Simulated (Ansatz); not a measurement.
A made-up structure of CH3SSi, doublet:

```csv
atom,x (Å),y (Å),z (Å)
C1,-0.4692,0.1370,-0.6549
Si2,-1.1068,-0.1210,0.9713
S3,0.6774,-0.3205,1.5504
H4,-1.0692,-0.1726,-1.3022
H5,0.3910,0.8499,-1.0171
H6,1.5768,-0.3729,0.4526
```

It is relaxed with PBE-D4/def2-SVP and then PBE0-D4/def2-TZVP (Ansatz 0.2.0). Atoms count as bonded within 1.22 times the sum of their covalent radii (H–H: 0.88 Å). The end point is not checked to be a true minimum.

Problem. Does its bonding change? (Judge from chemistry; the calculation decides.)

Solution. The calculation gives: No: no bond forms or breaks.

Where it ends: The first stage lowers the energy by 2.26 eV in 10 steps. It ends as CH₃SSi ([CH2][Si][SH]):
C1  (-0.579, 0.171, -0.808)
Si2  (-0.999, -0.126, 0.936)
S3  (0.926, -0.389, 1.850)
H4  (-1.277, -0.072, -1.607)
H5  (0.231, 0.829, -1.120)
H6  (1.699, -0.413, 0.749)
(Å)

Labels in which every atom is bracketed show which atoms are joined, not bond orders.

For scale, one of the runs: PBE0-D4/def2-TZVP relaxation, 123 basis functions, launched by `ansatz run in.yaml --threads 2 --pin off --events-out ev --progress --plain --max-ram 4352MiB`. Hardware: 2 CPU threads of an Arm Neoverse V2, shared host. Wall time about 27 s.
